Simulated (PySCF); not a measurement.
## Which determinant of CO lies lowest?

Unrestricted PBE0; basis C cc-pVTZ, O cc-pVTZ; no relativity; PySCF 2.14. Outer shells of the fragments: C 2s2 2p2; O 2s2 2p4.

Followed along the bond (rough minima from three points):

```tsv
2Ms+1	unpaired	⟨S²⟩ at the start	R at minimum (Å)	Te (eV)
1	none	0.00	1.13	0.00
3	σ ↑, π ↑	2.03	1.20	5.75
```

Solutions found at the starting distance of 1.310 Å, counted from the lowest of them; the search is not exhaustive and high or unbound solutions are not listed, so other states can lie among these:

```
2Ms+1    unpaired   term  E (eV)  ⟨S²⟩  ⟨Lz²⟩  μ (D)
    1        none    ¹Σ⁺    0.00  0.00   0.00  -0.53
    3    σ ↑, π ↑     ³Π    4.71  2.03   1.00  -1.60
    3        π ↑↑  mixed    5.43  2.01   2.01   1.17
    3        π ↑↑  mixed    6.07  2.01   2.01   1.00
    5  σ ↑, π ↑↑↑     ⁵Π    8.75  6.01   1.00  -0.25
```

A term symbol is given only where ⟨S²⟩ and ⟨Lz²⟩ are close to those of a pure state; real π, δ and φ orbitals otherwise mix terms. A positive dipole means C(−)O(+).

**Question.** Compare the gap between the two lowest followed solutions at the starting distance with the gap between their minima.

**Answer.** At PBE0 the second solution (triplet, unpaired electrons σ ↑, π ↑) lies +4.71 eV from the first (singlet, closed shell) at 1.310 Å and +5.75 eV at the minima; the two curves relax by different amounts, since their minima lie near 1.20 and 1.13 Å.

Counting both spins, an empty level lies below a filled one in some of these solutions, because spin and occupation are held.
